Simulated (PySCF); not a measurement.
Molfile (atoms numbered from 1):
```
BH7P2
     RDKit          3D

 10  9  0  0  0  0  0  0  0  0999 V2000
    1.6971    0.6692    0.5571 P   0  0  0  0  0  0  0  0  0  0  0  0
    0.3179   -0.6160   -0.0513 B   0  0  0  0  0  0  0  0  0  0  0  0
   -1.3509    0.0600    0.6374 P   0  0  0  0  0  0  0  0  0  0  0  0
    2.8128   -0.0980    0.1084 H   0  0  0  0  0  0  0  0  0  0  0  0
    1.7096    1.5315   -0.5836 H   0  0  0  0  0  0  0  0  0  0  0  0
    0.1309   -0.7499   -1.2478 H   0  0  0  0  0  0  0  0  0  0  0  0
    0.4289   -1.6717    0.5534 H   0  0  0  0  0  0  0  0  0  0  0  0
   -2.5258   -0.6928    0.3907 H   0  0  0  0  0  0  0  0  0  0  0  0
   -1.7788    1.3387    0.2017 H   0  0  0  0  0  0  0  0  0  0  0  0
   -1.4322    0.2339    2.0399 H   0  0  0  0  0  0  0  0  0  0  0  0
  1  2  1  0
  2  3  1  0
  1  4  1  0
  1  5  1  0
  2  6  1  0
  2  7  1  0
  3  8  1  0
  3  9  1  0
  3 10  1  0
M  CHG  2   2  -1   3   1
M  END
```

Geometry: PBE0-D3(BJ)/def2-SVP; GIAO absolute shieldings from PySCF 2.14, gas phase, non-relativistic, averaged over equivalent atoms.

At mPW1PW91/pcSseg-2 (220 basis functions, 13 s wall time on 1 thread of an Arm Neoverse V2, shared host):
```csv
atoms,σ (ppm)
P3,428.8
P1,551.2
B2,144.5
H8/H9/H10,26.98
H4/H5,29.36
H6/H7,29.55
```

**Question.** What do these become at LC-wPBE/pcSseg-2?

**Answer.** 
```json
{"atoms": "P3", "σ at LC-wPBE/pcSseg-2": "435.8", "change": "+7.0"}
{"atoms": "P1", "σ at LC-wPBE/pcSseg-2": "566.5", "change": "+15.3"}
{"atoms": "B2", "σ at LC-wPBE/pcSseg-2": "149.2", "change": "+4.7"}
{"atoms": "H8/H9/H10", "σ at LC-wPBE/pcSseg-2": "27.09", "change": "+0.11"}
{"atoms": "H4/H5", "σ at LC-wPBE/pcSseg-2": "29.46", "change": "+0.10"}
{"atoms": "H6/H7", "σ at LC-wPBE/pcSseg-2": "29.76", "change": "+0.21"}
```

The largest change is at P1 (phosphorus bonded to B, 2 H). Cost: 220 basis functions, 37 s wall time on 1 thread of an Arm Neoverse V1, shared host.
